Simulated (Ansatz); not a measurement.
# CSO (singlet): the correlation ladder, cc-pV(D+d)Z

An exercise on one series of results from a longer session: the logs are not shown, and one member is left open.

Program: Ansatz 0.2.0, Gaussian basis. Level of theory: cc-pV(D+d)Z, core rule «outside noble gas», up to 7 orbitals frozen. These are calculated values, not measurements.

To be run: UHF; CCSD(T) on RHF; CCSDT(Q) on RHF; CCSDTQ on RHF.

2 further runs of the same task are left out: 2 set aside as unsound or not needed.

### What is computed

The geometry is an MP2(full)/6-31G* stationary point (not a proven minimum).

3 atoms, charge 0, spin multiplicity 1.

Atoms are counted from 1 here; the program's logs count them from 0.

Bond lengths: O1–C2 1.179 Å, C2–S3 1.565 Å. Angles: O1–C2–S3 180.0°.

The first run:

File in.yaml:

```yaml
crystal:
  periodic: [false, false, false]
  atoms:
    - {symbol: O, position_ang: [0.000000, 0.000000, -1.307600]}
    - {symbol: C, position_ang: [0.000000, 0.000000, -0.128849]}
    - {symbol: S, position_ang: [0.000000, 0.000000, 1.436449]}
basis:
  gaussian: {orbitals: "cc-pV(D+d)Z.json"}
magnetization: {spin_polarized: true, initial_magnetization: 0}
hamiltonian: {xc: hf}
output: {orbitals: {seedname: orbitals}}
```

On the command line:

```sh
$ ansatz run in.yaml --threads 1 --pin off --events-out ev --progress --plain --max-ram 2880MiB --backend cpu
```

Among the steps run: UHF; CCSD(T) on RHF; CCSDT(Q) on RHF; CCSDTQ on RHF.

One table of the session follows, with a row left open; its other results are not shown here.

```
   method  from RCCSDTQ (meV)
      RHF            +12793.9
     RMP2              +782.6
    RCCSD                   ?
 RCCSD(T)               +67.4
   RCCSDT               +51.8
RCCSDT(Q)                -7.5
  RCCSDTQ                   0
```

Q: Estimate the row for RCCSD from the others.

As computed: from RCCSDTQ (meV): +643.1. In the column «from RCCSDTQ (meV)» it lies between RCCSD(T) (+67.4) and RMP2 (+782.6).
